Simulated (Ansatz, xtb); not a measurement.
**Relative energy of two isomers of C2H2F**

Structure X: `[H]/[C]=C\F`, a doublet. Structure Y: `C=[C]F`, a doublet. Both are isolated molecules in the gas phase, relaxed with B3LYP/6-31G*.

Energies in hartree; the thermal terms are from B3LYP/6-31G* harmonic frequencies (ideal gas, rigid rotor, one conformer each, 298.15 K, 1 atm) and include the zero-point energy:

```
                               X           Y
E, CCSD(T)/def2-TZVP  −176.878388  −176.883516
   zero-point energy     0.030557     0.030939
        H(298 K) − E     0.034918     0.035277
        G(298 K) − E     0.005635     0.006179
```

Problem. Work out ΔE, ΔE₀, ΔH and ΔG for X → Y in kcal/mol (1 Eh = 627.51 kcal/mol) and the equilibrium ratio [Y]/[X].

Solution. 1. ΔE = −176.883516 − (−176.878388) = −0.005128 Eh = −3.22 kcal/mol.
2. ΔE₀ = ΔE + ΔZPE = −0.005128 + (+0.000382) Eh = −2.98 kcal/mol.
3. ΔH = ΔE + (+0.000359) Eh = −2.99 kcal/mol.
4. ΔG = ΔE + (+0.000544) Eh = −2.88 kcal/mol, so ΔS = (ΔH − ΔG)/T = −1.6 J/(mol K).
5. kT = 0.9442 mEh, so K = [Y]/[X] = exp(−ΔG/kT) = exp(+4.85) ≈ 130.

Structure Y is favoured at this temperature. An error of 1 kcal/mol in ΔG would change K by a factor of 5.4. Mirror images and further conformers aren't counted.

As drawn, both hold the same kinds of bond in the same numbers.

Other levels gave ΔE = −4.3 (GFN2-xTB); −8.6 (HF/STO-3G, GFN2-xTB geometries); −5.0 (r2SCAN-D4/def2-SVP, GFN2-xTB geometries); −4.4 (B3LYP/6-31G*); −2.3 (HF/def2-TZVP); −3.3 (MP2/def2-TZVP) kcal/mol. Open shells are spin-unrestricted, with notable spin contamination. The correlated steps freeze 3 core orbitals. Programs: Ansatz 0.2.0, xtb 6.7.1.
